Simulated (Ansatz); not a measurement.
Two shapes of singlet C₄H₄.

Shape 1:

```xyz
8

C     0.6707    0.7778   -0.0078
C    -0.6766    0.7786   -0.0008
C    -0.6666   -0.7840    0.0099
C     0.6586   -0.7816   -0.0035
H     1.4471    1.5461    0.0030
H    -1.4460    1.5468   -0.0057
H    -1.4389   -1.5436    0.0022
H     1.4378   -1.5448   -0.0045
```

Shape 2:

```xyz
8

C     0.6993    0.7577    0.0570
C    -0.6484    0.7887   -0.0376
C    -0.6044   -0.8134    0.0188
C     0.6553   -0.7975   -0.0673
H     1.4547    1.5769    0.0335
H    -1.4599    1.6174   -0.0524
H    -1.4054   -1.5471    0.0397
H     1.4301   -1.5546    0.0815
```

Basis set: STO-3G (spherical functions). Left uncorrelated: 4 orbitals. Charge 0, multiplicity 1.

Computed with Ansatz (development build ahead of 0.2.0); each method stands on the lowest determinant of its kind that the runs found.

Problem. Which shape is lower in energy, and by how much in each method?

Solution.

```
 method  E(2) − E(1) (eV)
    RHF             0.466
RHF-MP2             0.511
```

Shape 1 is lower. Caution: in another basis set an unrestricted determinant lies well below.
